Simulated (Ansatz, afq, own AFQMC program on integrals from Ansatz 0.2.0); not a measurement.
Two steps: Ansatz 0.2.0 writes the Fock matrix and Cholesky factors of the valence space, and afq projects on them the lowest state that overlaps trial and start.

```yaml
crystal:
  periodic: [false, false, false]
  atoms:
    - {symbol: Al, position_ang: [-0.219916, 0.000000, 0.184635]}
    - {symbol: P, position_ang: [0.159789, 0.000000, -1.925677]}
    - {symbol: H, position_ang: [0.060126, 0.000000, 1.741042]}
basis:
  gaussian: {orbitals: cc-pVDZ}
magnetization: {spin_polarized: true, initial_magnetization: 1}
correlation: {method: ccsd_t, electrons: outside_noble_gas, hamiltonian_folder: ham}
```

```sh
$ ansatz run in.yaml --threads 1 --pin off --events-out ev --progress --plain --max-ram 1382MiB
```

afq runs on the folder ham with

```
--method free --trial cisd --walkers 60 --time-step 0.03 --max-blocks 80 --target-error 0.00036 --factor-cut 1e-05 --seed 3925 --times 0,0.3,0.6,1.2,1.8,2.4,3.6,4.8,6 --taylor-order 8
```

Times are imaginary, in 1/Eh. The walk had a cap of 678 s.

Output of the walk:

```
orbitals 31  electrons 5 4  factors 225 of 416
reference energy -583.17991234 Eh
CCSD correlation -0.17937457 Eh in 16 cycles, weight of the determinant in the CISD state 0.8597
repeat  energy at the last time / Eh  error
    10  -583.369712  0.002901
    20  -583.369691  0.001911
    30  -583.369455  0.001622
    40  -583.368648  0.001250
    50  -583.369535  0.001183
    60  -583.369447  0.001001
    70  -583.369486  0.000894
    80  -583.369178  0.000817
time / (1/Eh)  energy / Eh  error  mean overlap
  0.00  -583.359209  0.000157  1.1628
  0.30  -583.363331  0.000181  1.1532
  0.60  -583.365734  0.000208  1.1385
  1.20  -583.367328  0.000259  1.1473
  1.80  -583.368018  0.000268  1.1515
  2.40  -583.368349  0.000333  1.1548
  3.60  -583.368562  0.000443  1.1856
  4.80  -583.368128  0.000533  1.2168
  6.00  -583.369178  0.000817  1.2401
energy -583.369178 +/- 0.000817 Eh
```

The run passed its tests (error under three times the target), which doesn't prove that it has relaxed.

Against this walk (error 22.2 meV) on the same determinant: CCSD(T) 54.3 meV higher, CCSDT(Q) 10.1 meV lower (within the noise). The error is statistical, and a free projection of finite length keeps a remainder of its start.

Cautions: remainder of the start not in the error; error above the target (22.2 against 9.8 meV); an unrestricted solution with more broken spin lies lower (62 meV, ⟨S²⟩ 1.08); unrestricted determinant slightly spin contaminated (⟨S²⟩ 0.80 against 0.75).

The walk took 5.9 min on 1 thread of AMD EPYC 7571, with other jobs on the host. The log's last line is the free-projection energy.

CCSDT and higher add their correlation energy to the determinant of the CCSD(T) run, since their own runs factorise the integrals more tightly (a shift of under 2 meV). A walk keeps the symmetry of its determinant, which the program's search chose and which needn't be the lowest solution, so a lower state of the same spin and another symmetry isn't excluded.
